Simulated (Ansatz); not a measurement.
## Molecular dynamics, step by step

CH$_{3}$AlLi, doublet, CAM-B3LYP-D4/def2-SVP (Ansatz 0.2.0). Settings (timestep in fs, temperature in K; T counts 12 degrees of freedom):

```yaml
hamiltonian: {xc: {name: CAM-B3LYP}, dispersion: d4}
md: {n_steps: 40, timestep: 0.5, temperature: 300, ensemble: nvt_nose_hoover, seed: 987, initial_velocities: maxwell_boltzmann}
```

Start:

```
6
angstrom
Li -0.8697 -1.4268 1.5896
C -0.2137 -1.0287 -0.1594
Al 0.2759 0.8091 -0.2365
H -0.1067 -1.7239 -1.0049
H 0.8403 1.7849 -1.3237
H 0.0740 1.5855 1.1348
```

| step | time (fs) | potential energy less the start (meV) | kinetic energy (meV) | T (K) |
| --- | --- | --- | --- | --- |
| 0 | 0.00 | 0.0 | 155.1 | 300 |
| 2 | 1.00 | 1.8 | 153.3 | 296 |
| 4 | 2.00 | 8.6 | 146.5 | 283 |
| 6 | 3.00 | 20.9 | 134.2 | 260 |
| 8 | 4.00 | 38.0 | 117.1 | 227 |
| 10 | 5.00 | 57.3 | 97.9 | 189 |
| 12 | 6.00 | 74.3 | 81.0 | 157 |
| 14 | 7.00 | 84.6 | 70.8 | 137 |
| 16 | 8.00 | 86.2 | 69.1 | 134 |
| 18 | 9.00 | 80.6 | 74.7 | 144 |
| 20 | 10.00 | 71.9 | 83.4 | 161 |
| 22 | 11.00 | 64.3 | 91.0 | 176 |
| 24 | 12.00 | 60.3 | 95.1 | 184 |
| 26 | 13.00 | 59.7 | 95.8 | 185 |
| 28 | 14.00 | 60.8 | 94.8 | 183 |
| 30 | 15.00 | 61.3 | 94.4 | 183 |
| 32 | 16.00 | 59.0 | 96.9 | 187 |
| 34 | 17.00 | 52.6 | 103.4 | 200 |
| 36 | 18.00 | 43.4 | 112.7 | 218 |
| 38 | 19.00 | 34.8 | 121.3 | 235 |
| 40 | 20.00 | 31.0 | 125.2 | 242 |

Step 18, positions (Å) and forces (eV/Å):

```
atom       x       y       z      Fx      Fy      Fz
 Li1  -0.909  -1.427   1.580   0.026  -0.049   0.226
  C2  -0.176  -1.038  -0.127  -0.280  -0.092  -0.746
 Al3   0.269   0.802  -0.248   0.497   1.130   0.608
  H4  -0.199  -1.580  -1.096   0.107  -0.073   0.224
  H5   0.772   1.931  -1.318  -0.212  -0.575  -0.039
  H6   0.235   1.587   1.212  -0.137  -0.341  -0.273
```

Step 22, positions (Å) and forces (eV/Å):

```
atom       x       y       z      Fx      Fy      Fz
 Li1  -0.918  -1.427   1.582   0.065  -0.045   0.163
  C2  -0.169  -1.041  -0.125  -0.325   0.162  -0.434
 Al3   0.269   0.805  -0.249   0.422   0.705   0.624
  H4  -0.209  -1.548  -1.100   0.101  -0.324  -0.093
  H5   0.738   1.907  -1.323  -0.132  -0.355  -0.205
  H6   0.258   1.549   1.203  -0.131  -0.142  -0.055
```

Step 26, positions (Å) and forces (eV/Å):

```json
{"atom": "Li1", "x": "-0.927", "y": "-1.428", "z": "1.585", "Fx": "0.103", "Fy": "-0.041", "Fz": "0.090"}
{"atom": "C2", "x": "-0.164", "y": "-1.044", "z": "-0.125", "Fx": "-0.365", "Fy": "0.284", "Fz": "-0.299"}
{"atom": "Al3", "x": "0.270", "y": "0.808", "z": "-0.249", "Fx": "0.304", "Fy": "0.141", "Fz": "0.592"}
{"atom": "H4", "x": "-0.216", "y": "-1.529", "z": "-1.106", "Fx": "0.097", "Fy": "-0.427", "Fz": "-0.200"}
{"atom": "H5", "x": "0.699", "y": "1.871", "z": "-1.336", "Fx": "-0.033", "Fy": "-0.059", "Fz": "-0.413"}
{"atom": "H6", "x": "0.276", "y": "1.506", "z": "1.193", "Fx": "-0.107", "Fy": "0.103", "Fz": "0.229"}
```

Last step (40):

```
6
angstrom
Li -0.9514 -1.4329 1.5956
C -0.1545 -1.0475 -0.1353
Al 0.2757 0.8196 -0.2418
H -0.2041 -1.5562 -1.1210
H 0.5582 1.7602 -1.5078
H 0.3157 1.4244 1.2486
```

Hardware: 1 CPU thread, shared host. Wall time about 120 s.
